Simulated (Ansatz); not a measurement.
**SiNO (doublet): one geometry, many settings**

Aim: run SiNO (doublet) at one geometry under a spread of methods and options, and see what each costs and gives.

Program: Ansatz 0.2.0, Gaussian basis. Level of theory: the settings change from run to run. These are calculated values, not measurements.

17 further runs of the same task are left out: 2 for a known fault of the program, 8 that didn't finish, 7 set aside as unsound or not needed.

## (1) The geometry

The geometry is a PBE0/def2-TZVP stationary point (not a proven minimum).

3 atoms, charge 0, spin multiplicity 2.

Atoms are counted from 1 here; the program's logs count them from 0.

Bond lengths: N1–Si2 1.640 Å, Si2–O3 1.509 Å. Angles: N1–Si2–O3 180.0°.

## (2) CASSCF(7,4)/def2-SVP

in.yaml reads:

```yaml
crystal:
  periodic: [false, false, false]
  atoms:
    - {symbol: N, position_ang: [0.000000, 0.000000, 1.596300]}
    - {symbol: Si, position_ang: [0.000000, 0.000000, -0.043500]}
    - {symbol: O, position_ang: [0.000000, 0.000000, -1.552800]}
basis:
  gaussian: {orbitals: def2-SVP, point_charges: [{charge: -0.50, position_ang: [3.211, 0.437, -0.611]}]}
magnetization: {spin_polarized: false, initial_magnetization: 1}
correlation: {active_space: {window: {electrons: 7, orbitals: 4}}}
scf: {lower_state_search: off}
```

Command:

```
$ ansatz run in.yaml --threads 1 --pin off --events-out ev --progress --plain --max-ram 2393MiB
```

Standard output:

```text
Functional definition: HF
  name "HF"
  cite "Fock, Z. Phys. 61, 126 (1930) doi:10.1007/BF01340294"
  parent pbe
  exchange = exact_x
  correlation = 0
these checks for a lower state are left out or cut short: stability, starts, cluster_reference, orbital_swaps, neighbouring_geometries, increment
434 factors; integrals over basis functions are off by at most 6.9e-4 eV
mean field evaluation 1: about -11368.5942 eV, gradient 4.2e1 eV
mean field evaluation 2: about -11368.5957 eV, gradient 4.2e1 eV
mean field evaluation 4: about -11372.3809 eV, gradient 3.3e0 eV
mean field evaluation 8: about -11372.4336 eV, gradient 4.7e-1 eV
mean field -11372.43689143 eV, -417.9293472455 hartree, gradient 3.5e-6 eV, S^2 0.750000; 0 other end points of the search recorded, 0 dependent functions left out
reference -11372.43689143 eV, -417.9293472455 hartree; 15, 14 occupied and 31, 32 virtual orbitals, 434 factors
state -11372.43689143 eV, -417.9293472455 hartree
Total energy: -11372.43689143 eV, -417.9293472455 hartree
Checks for a lower state left out: stability, starts, cluster_reference, orbital_swaps, neighbouring_geometries, increment
```

Wall time 0.15 s (1 thread of AMD EPYC 9R45, shared host).

From the report: 4 determinants; active occupations 2.00, 2.00, 2.00, 1.00. With so small a space the active step adds no correlation: the energy is the mean field's.

## (3) CCSD on UHF/cc-pVDZ

in.yaml reads:

```yaml
crystal:
  periodic: [false, false, false]
  atoms:
    - {symbol: N, position_ang: [0.000000, 0.000000, 1.596300]}
    - {symbol: Si, position_ang: [0.000000, 0.000000, -0.043500]}
    - {symbol: O, position_ang: [0.000000, 0.000000, -1.552800]}
basis:
  gaussian: {orbitals: cc-pVDZ}
magnetization: {spin_polarized: true, initial_magnetization: 1}
correlation: {method: ccsd, electrons: outside_noble_gas}
accuracy: high
scf: {omitted_lower_state_checks: [cluster_reference]}
```

Launched as before.

Standard output, shortened:

```text
Functional definition: HF
  name "HF"
  cite "Fock, Z. Phys. 61, 126 (1930) doi:10.1007/BF01340294"
  parent pbe
[...]
897 factors; integrals over basis functions are off by at most 3.7e-9 eV
[...]
mean field -11377.77840669 eV, -418.1256443108 hartree, gradient 5.2e-8 eV, S^2 0.777805; 10 other end points of the search recorded, 0 dependent functions left out
7 core orbitals not correlated: weight in the atoms' cores, before any rotation towards them, 1.000 or more for the frozen orbitals, at most 0.000 for the correlated occupied ones
reference -11377.77840669 eV, -418.1256443108 hartree; 8, 7 occupied and 31, 32 virtual orbitals, 897 factors
second order -11.16601890 eV of doubles, -0.00000000 eV of singles
cycle   1  -10.81445668 eV  change    3.5e-1 eV  update   1.5e-1
[...]
cycle  27  -11.45740958 eV  change    1.3e-9 eV  update   1.6e-9
Total energy: -11389.23581627 eV, -418.5466963467 hartree
Checks for a lower state left out: cluster_reference
```

It took 1.9 s on 1 thread of AMD EPYC 9R45, shared host.

From the report: ⟨S²⟩ of the determinant 0.778 (pure doublet: 0.75); correlation -11.4574 eV; T1 0.033; largest double amplitude 0.07.

## (4) CASSCF(3,10)/cc-pVDZ

in.yaml reads:

```yaml
crystal:
  periodic: [false, false, false]
  atoms:
    - {symbol: N, position_ang: [0.000000, 0.000000, 1.596300]}
    - {symbol: Si, position_ang: [0.000000, 0.000000, -0.043500]}
    - {symbol: O, position_ang: [0.000000, 0.000000, -1.552800]}
basis:
  gaussian: {orbitals: cc-pVDZ}
magnetization: {spin_polarized: false, initial_magnetization: 1}
correlation: {active_space: {window: {electrons: 3, orbitals: 10}}}
```

Launched as before.

Standard output:

```text
Functional definition: HF
  name "HF"
  cite "Fock, Z. Phys. 61, 126 (1930) doi:10.1007/BF01340294"
  parent pbe
  exchange = exact_x
  correlation = 0
450 factors; integrals over basis functions are off by at most 6.3e-4 eV
mean field evaluation 1: about -11373.9074 eV, gradient 4.1e1 eV
mean field evaluation 2: about -11373.9604 eV, gradient 4.1e1 eV
mean field evaluation 4: about -11377.6106 eV, gradient 3.5e0 eV
mean field evaluation 8: about -11377.6763 eV, gradient 5.1e-1 eV
mean field evaluation 16: about -11377.0137 eV, gradient 8.8e0 eV
mean field evaluation 32: about -11364.9780 eV, gradient 4.5e1 eV
mean field -11377.67980608 eV, -418.1220208051 hartree, gradient 3.6e-6 eV, S^2 0.750000; 1 other end points of the search recorded, 0 dependent functions left out
reference -11377.67980608 eV, -418.1220208051 hartree; 15, 14 occupied and 31, 32 virtual orbitals, 450 factors
state -11379.00347624 eV, -418.1706647864 hartree
Total energy: -11379.00347624 eV, -418.1706647864 hartree
```

It took 3.7 s on 1 thread of AMD EPYC 9R45, shared host.

From the report: 450 determinants; active occupations 1.94, 0.99, 0.05, 0.01, 0.00, 0.00, 0.00, 0.00, 0.00, 0.00.

## (5) CCSD(T) on UHF/cc-pVDZ

Changes to in.yaml since step 4:

```diff
@@ -8,3 +8,5 @@
   gaussian: {orbitals: cc-pVDZ}
-magnetization: {spin_polarized: false, initial_magnetization: 1}
-correlation: {active_space: {window: {electrons: 3, orbitals: 10}}}
+magnetization: {spin_polarized: true, initial_magnetization: 1}
+correlation: {method: ccsd_t, electrons: outside_noble_gas}
+accuracy: high
+output: {forces: true}
```

Same command.

Standard output, shortened:

```text
Functional definition: HF
  name "HF"
  cite "Fock, Z. Phys. 61, 126 (1930) doi:10.1007/BF01340294"
  parent pbe
[...]
897 factors; integrals over basis functions are off by at most 3.7e-9 eV
[...]
mean field -11377.77840669 eV, -418.1256443108 hartree, gradient 5.2e-8 eV, S^2 0.777805; 13 other end points of the search recorded, 0 dependent functions left out
determinant -11377.77840669 eV, -418.1256443108 hartree, with singles and doubles -11389.22806528 eV, -418.5464115029 hartree
determinant -11375.84418681 eV, -418.0545630412 hartree, with singles and doubles -11387.39696317 eV, -418.4791197416 hartree
determinant -11375.69263999 eV, -418.0489937983 hartree, with singles and doubles -11386.15532590 eV, -418.4334904136 hartree
determinant -11375.25902597 eV, -418.0330587768 hartree, with singles and doubles -11385.72269897 eV, -418.4175916670 hartree
determinant -11374.01991339 eV, -417.9875222293 hartree, with singles and doubles -11384.64817620 eV, -418.3781036838 hartree
7 core orbitals not correlated: weight in the atoms' cores, before any rotation towards them, 1.000 or more for the frozen orbitals, at most 0.000 for the correlated occupied ones
reference -11377.77840669 eV, -418.1256443108 hartree; 8, 7 occupied and 31, 32 virtual orbitals, 897 factors
second order -11.16601890 eV of doubles, -0.00000000 eV of singles
cycle   1  -11.45197528 eV  change   -2.3e-3 eV  update   4.3e-3
[...]
cycle  24  -11.45740958 eV  change  -3.5e-10 eV  update  4.3e-10
perturbative correction -0.51076558 eV, -0.0187702890 hartree
[...]
Total energy: -11389.74658186 eV, -418.5654666357 hartree
Atom 0 at     0.000000     0.000000     1.596300 Å, force     0.000000    -0.000000     1.487262 eV/Å
Atom 1 at     0.000000     0.000000    -0.043500 Å, force    -0.000000    -0.000000     1.165462 eV/Å
Atom 2 at     0.000000     0.000000    -1.552800 Å, force     0.000000     0.000000    -2.652724 eV/Å
Dipole moment:     0.000000     0.000000     0.044239 e Å
```

Wall time 8 s (1 thread of AMD EPYC 9R45, shared host).

From the report: ⟨S²⟩ of the determinant 0.778 (pure doublet: 0.75); correlation -11.9682 eV; T1 0.033; largest double amplitude 0.07.

## (6) BCCD(T) on ROHF/cc-pVDZ

Changes to in.yaml since step 5:

```diff
@@ -8,5 +8,6 @@
   gaussian: {orbitals: cc-pVDZ}
-magnetization: {spin_polarized: true, initial_magnetization: 1}
-correlation: {method: ccsd_t, electrons: outside_noble_gas}
+magnetization: {spin_polarized: false, initial_magnetization: 1}
+correlation: {method: bccd_t, electrons: outside_noble_gas}
 accuracy: high
+scf: {lower_state_search: light}
 output: {forces: true}
```

Launched as before.

Standard output, shortened:

```text
Functional definition: HF
  name "HF"
  cite "Fock, Z. Phys. 61, 126 (1930) doi:10.1007/BF01340294"
  parent pbe
[...]
897 factors; integrals over basis functions are off by at most 3.7e-9 eV
[...]
mean field -11377.67995024 eV, -418.1220261030 hartree, gradient 2.1e-8 eV, S^2 0.750000; 2 other end points of the search recorded, 0 dependent functions left out
[...]
determinant -11377.67995024 eV, -418.1220261030 hartree, with singles and doubles -11389.22220725 eV, -418.5461962242 hartree
determinant -11375.64722944 eV, -418.0473249913 hartree, with singles and doubles -11387.39012480 eV, -418.4788684361 hartree
7 core orbitals not correlated: weight in the atoms' cores, before any rotation towards them, 1.000 or more for the frozen orbitals, at most 0.000 for the correlated occupied ones
reference -11377.67995024 eV, -418.1220261030 hartree; 8, 7 occupied and 31, 32 virtual orbitals, 897 factors
second order -11.22040800 eV of doubles, -0.05632980 eV of singles
cycle   1  -11.43157961 eV  change    1.1e-1 eV  update   3.0e-2
[...]
cycle  26  -11.46853659 eV  change    1.1e-9 eV  update   1.8e-9
perturbative correction -0.60668892 eV, -0.0222954067 hartree
[...]
Total energy: -11389.75517575 eV, -418.5657824556 hartree
Atom 0 at     0.000000     0.000000     1.596300 Å, force     0.000000    -0.000000     1.500747 eV/Å
Atom 1 at     0.000000     0.000000    -0.043500 Å, force    -0.000000    -0.000000     1.180650 eV/Å
Atom 2 at     0.000000     0.000000    -1.552800 Å, force     0.000000     0.000000    -2.681397 eV/Å
Dipole moment:     0.000000     0.000000     0.043521 e Å
```

Run time: 8 s. Hardware: 1 thread of AMD EPYC 9R45, shared host; peak memory 0.33 GiB.

From the report: correlation -12.0752 eV; largest double amplitude 0.07.

## (7) The runs in one table

```tsv
level	correlated	functions	energy (eV)	time
CASSCF(7,4)/def2-SVP (beside a point charge)		46	-11372.4369	0.15 s
CCSD on UHF/cc-pVDZ	outside noble gas	46	-11389.2358	1.9 s
CASSCF(3,10)/cc-pVDZ		46	-11379.0035	3.7 s
CCSD(T) on UHF/cc-pVDZ	outside noble gas	46	-11389.7466	8 s
BCCD(T) on ROHF/cc-pVDZ	outside noble gas	46	-11389.7552	8 s
```

## (8) Results

```
quantity                                                 value
    runs                                                     5
quickest  CASSCF(7,4)/def2-SVP (beside a point charge), 0.15 s
 slowest                          BCCD(T) on ROHF/cc-pVDZ, 8 s
```

Total energies in different bases, with other cores or another treatment of relativity can't be set against each other. BCCD(T) on ROHF/cc-pVDZ took 54 times as long as CASSCF(7,4)/def2-SVP (beside a point charge); the jobs differ in more than the method.
